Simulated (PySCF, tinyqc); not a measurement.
Harmonic frequencies on the RHF/sto-6g surface (energies and gradients from PySCF), for CH2, spin multiplicity 1, step by step. The lowest restricted solution is unstable here: a spin-polarised one lies 0.0267 hartree lower (PySCF). One step of it, computed by the program tinyqc.

Task: One row of the Hessian: 1Cy. Displace 1Cy by +/-0.005 bohr; H(k, :) = (g(+) - g(-)) / (2 delta).

optimised positions (bohr), order 1C, 2H, 3H:
```
[[-0.009562, -0.025825, -0.262623],
 [0.001866, 1.577240, 1.110446],
 [-0.081121, -1.676136, 1.051352]]
```

gradient at +delta (hartree/bohr), order 1C, 2H, 3H:
```
[[0.00006564, 0.00255271, 0.00002244],
 [-0.00000903, -0.00124604, -0.00106504],
 [-0.00005661, -0.00130667, 0.00104260]]
```

gradient at -delta (hartree/bohr), order 1C, 2H, 3H:
```
[[-0.00006656, -0.00256789, 0.00000140],
 [0.00000912, 0.00125241, 0.00105916],
 [0.00005743, 0.00131548, -0.00106056]]
```

Give: row of the Hessian.

Result:

row of the Hessian (hartree/bohr^2): [0.013220, 0.512060, 0.002104, -0.001816, -0.249844, -0.212420, -0.011404, -0.262215, 0.210316]
